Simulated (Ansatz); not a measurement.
# AlMgH3 (singlet): the correlation ladder at scale of all distances = 1.315, 6-31G

How much of the correlation energy of AlMgH3 (singlet) does each wave-function method recover here?

The runs use Ansatz 0.2.0, Gaussian basis; 6-31G, core rule «outside noble gas», up to 10 orbitals frozen.

The runs, in order: UHF; CCSD(T) on RHF; CCSD(T) on UHF; BCCD(T) on RHF; CISD; CCSDT(Q) on RHF; CCSDT(Q) on UHF; CCSDTQ on RHF; CASSCF and MRCISD+Q, 2 electrons in 2 orbitals; CASSCF and NEVPT2, 2 electrons in 2 orbitals; CASSCF and MRCISD+Q, 8 electrons in 11 orbitals; CASSCF and NEVPT2, 8 electrons in 11 orbitals; Full CI.

23 further runs of the same task are left out: 1 for a known fault of the program, 16 that didn't finish, 6 set aside as unsound or not needed.

## Step 1: What is computed

The geometry derives from a PBE0/def2-TZVP stationary point (not a proven minimum). All distances are scaled together.

5 atoms, charge 0, spin multiplicity 1.

Atoms are counted from 1 here; the program's logs count them from 0.

No contacts short enough for the rule that draws bonds.

## Step 2: UHF

The input, in.yaml:

```yaml
crystal:
  periodic: [false, false, false]
  atoms:
    - {symbol: Al, position_ang: [0.000000, 0.000000, 1.678704]}
    - {symbol: Mg, position_ang: [0.000000, 0.000000, -1.925661]}
    - {symbol: H, position_ang: [0.000000, 1.758033, 2.839572]}
    - {symbol: H, position_ang: [0.000000, -1.758033, 2.839572]}
    - {symbol: H, position_ang: [0.000000, 0.000000, -4.181857]}
basis:
  gaussian: {orbitals: 6-31G}
magnetization: {spin_polarized: true, initial_magnetization: 0}
hamiltonian: {xc: hf}
output: {orbitals: {seedname: orbitals}}
```

Started as:

```console
ansatz run in.yaml --threads 1 --pin off --events-out ev --progress --plain --max-ram 2393MiB
```

After this run come: CCSD(T) on RHF; CCSD(T) on UHF; BCCD(T) on RHF; CISD; CCSDT(Q) on RHF; CCSDT(Q) on UHF; CCSDTQ on RHF; CASSCF and MRCISD+Q, 2 electrons in 2 orbitals; CASSCF and NEVPT2, 2 electrons in 2 orbitals; CASSCF and MRCISD+Q, 8 electrons in 11 orbitals; CASSCF and NEVPT2, 8 electrons in 11 orbitals; Full CI.

Before running them: what should the planned runs give, taken together? Wanted: FCI below the RHF energy; RMP2 from FCI; UMP2 from FCI; RCCSD from FCI; RCCSD(T) from FCI; UCCSD(T) from FCI; RCCSDT(Q) from FCI; UCCSDT(Q) from FCI; NEVPT2 pair from FCI.

**Answer**, as computed:

```
                         quantity                                                                                           value
         FCI below the RHF energy                                                                                      -3.2313 eV
                    RMP2 from FCI                                                                                   +124.1 kJ/mol
                    UMP2 from FCI                                                                                   +145.5 kJ/mol
                   RCCSD from FCI                                                                                    +15.5 kJ/mol
                RCCSD(T) from FCI                                                                                     +6.4 kJ/mol
                UCCSD(T) from FCI                                                                                    +11.5 kJ/mol
               RCCSDT(Q) from FCI                                                                                     +0.3 kJ/mol
               UCCSDT(Q) from FCI                                                                                     +0.7 kJ/mol
             NEVPT2 pair from FCI                                                                                   +103.5 kJ/mol
           MRCISD+Q pair from FCI                                                                                     -1.4 kJ/mol
          NEVPT2 valence from FCI                                                                                    +11.0 kJ/mol
levels within 1 kcal/mol (43 meV)  RCCSDT, UCCSDT, RCCSDT(Q), UCCSDT(Q), RCCSDTQ, MRCISD+Q pair, MRCISD valence, MRCISD+Q valence
                    T1 diagnostic                                                                                           0.030
   effectively unpaired electrons                                                                                            0.39
```

What this shows: RCCSD(T) lands +6.4 kJ/mol from the yardstick (2.0 % of the correlation energy). CCSD(T) misses by +6.4 kJ/mol on the restricted determinant and by +11.5 kJ/mol on the unrestricted one; the two need not hold the same state or core. MRCISD+Q pair falls below full CI: the +Q correction isn't variational, and the cores differ from full CI's. The occupations show some static correlation. Of the multireference levels listed MRCISD+Q valence comes nearest in total energy (+0.8 kJ/mol), which doesn't show that its space is the better one. These misses are within one basis, not against nature.
